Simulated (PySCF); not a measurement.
## Electron affinity of O by level of theory

O⁻ [He] 2s2 2p5 (2P) → O [He] 2s2 2p4 (3P), as a difference of total energies. Computed with PySCF 2.14 in aug-cc-pVDZ-DK (4s3p2d, 23 functions), with the spin-free X2C one-electron Hamiltonian (Gaussian nucleus). Correlated levels: valence: 1s2 frozen. The calculations carry no spin-orbit coupling.

| method | electron affinity (eV) | error (eV) |
| --- | --- | --- |
| UHF | -0.531 | -1.992 |
| MP2 (valence) | 1.264 | -0.197 |
| SCS-MP2 (valence) | 1.202 | -0.259 |
| CCSD (valence) | 1.081 | -0.380 |
| CCSD(T) (valence) | 1.181 | -0.280 |
| CCSDT (valence) | 1.193 | -0.268 |

Reference: 1.461 eV (measured; photodetachment measurements, as compiled on the Wikipedia data page of electron affinities).

Errors of the correlated levels include the incompleteness of this basis and the frozen core.

A negative affinity means that the anion lies above the atom at that level of theory.
